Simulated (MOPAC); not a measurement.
MOPAC input (PM6):

```
PM6 FORCE THERMO(298,298) PRECISE LET CHARGE=1 GEO-OK AUX(PRECISION=9) THREADS=1
H3O

O     0.14467507 1    0.00353550 1    0.06045951 1
H    -0.10721372 1    0.78774310 1   -0.57311674 1
H    -0.09018575 1   -0.82613051 1   -0.51949274 1
H    -0.63852254 1    0.01795977 1    0.74327889 1
```

Which zero-point energy does it print?

16.55 kcal/mol, from the harmonic wavenumbers of PM6.
